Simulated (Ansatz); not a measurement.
Mulliken charges of C2H6N2 (`C/N=N\C`) from r2SCAN/def2-TZVPP in Ansatz (PBE0-D4/def2-TZVP geometry).

```tsv
atom	x (Å)	y (Å)	z (Å)	charge (e)
C1	0.341	1.294	0.101	-0.085
N2	0.103	0.455	1.276	-0.131
N3	-0.207	-0.726	1.129	-0.131
C4	-0.336	-1.281	-0.219	-0.085
H5	1.162	0.902	-0.509	0.072
H6	0.599	2.292	0.449	0.071
H7	-0.550	1.354	-0.534	0.072
H8	-0.614	-2.328	-0.125	0.071
H9	-1.105	-0.755	-0.795	0.072
H10	0.607	-1.207	-0.772	0.072
```

Problem. By hand: the dipole of these point charges (1 e Å = 4.8032 D).

Solution. Σ q r = (0.020, 0.053, -0.470) e Å, of length 0.473 e Å = 2.27 D.

Problem. How does the dipole of the full density compare? (Estimate.)

Solution. Ansatz gave: (0.028, 0.074, -0.655) e Å, 3.17 D; the point charges give 0.72 times that, at 0° from its direction.

Point charges leave out the atoms' own dipoles, such as those of lone pairs, and Mulliken's split depends on the basis, so the two needn't agree.
